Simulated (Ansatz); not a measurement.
**CaAs2Pd2: experiment and calculation**

**Measured values to compare with.**

From “Superconducting and Normal State Properties of APd2As2 (A = Ca, Sr, Ba) Single Crystals”, 2013, arxiv:1304.7148, for a powder of CaAs2Pd2: lattice constant a 4.2824 ± 0.0002 Å; lattice constant c 10.088 ± 0.0004 Å.

How close the calculation comes is told below.

Method: DFT PBEsol, scalar-relativistic, plane waves, PAW (Ansatz).

Plane waves to 420 eV, a k mesh through Γ of 12×12×12 on the computed 5-atom cell and Gaussian smearing (0.10 eV); no spin polarisation.

Relaxed structure, symmetry kept:

```cif
data_structure
_symmetry_space_group_name_H-M 'I4/mmm'
_symmetry_Int_Tables_number 139
_cell_length_a 4.2778
_cell_length_b 4.2778
_cell_length_c 10.1263
_cell_angle_alpha 90.000
_cell_angle_beta 90.000
_cell_angle_gamma 90.000
_cell_volume 185.31
loop_
_atom_site_label
_atom_site_type_symbol
_atom_site_symmetry_multiplicity
_atom_site_Wyckoff_symbol
_atom_site_fract_x
_atom_site_fract_y
_atom_site_fract_z
_atom_site_occupancy
Ca1 Ca 2 a 0.00000 0.00000 0.00000 1
As1 As 4 e 0.00000 0.00000 0.37888 1
Pd1 Pd 4 d 0.00000 0.50000 0.25000 1
```

```
Space group                                                       : I4/mmm (No. 139)
Volume per atom                                                   : 18.53 Å³
Formation energy from the elements' standard states (uncorrected) : -0.766 eV/atom
Kohn–Sham band gap                                                : none (metal)
Density of states at the Fermi level                              : 1.79 states/eV per cell
Löwdin character within 0.5 eV of the Fermi level                 : As 4p 45 %, Pd 4d 35 %, unprojected 15 %
Bulk modulus                                                      : 99 GPa
Its pressure derivative                                           : 5.0
Bader charges (e)                                                 : Ca (1 in the cell) 1.38, As (2 in the cell) -0.30, Pd (2 in the cell) -0.39
```

Against the measured lattice constant a of CaAs2Pd2, 4.2824 Å (powder; the paper above), the calculated 4.278 Å is off by -0.1 %. Measured lattice constant c of CaAs2Pd2: 10.088 Å (powder; the paper above). This calculation gives 10.126 Å (+0.4 %). The calculation is for 0 K without zero-point motion.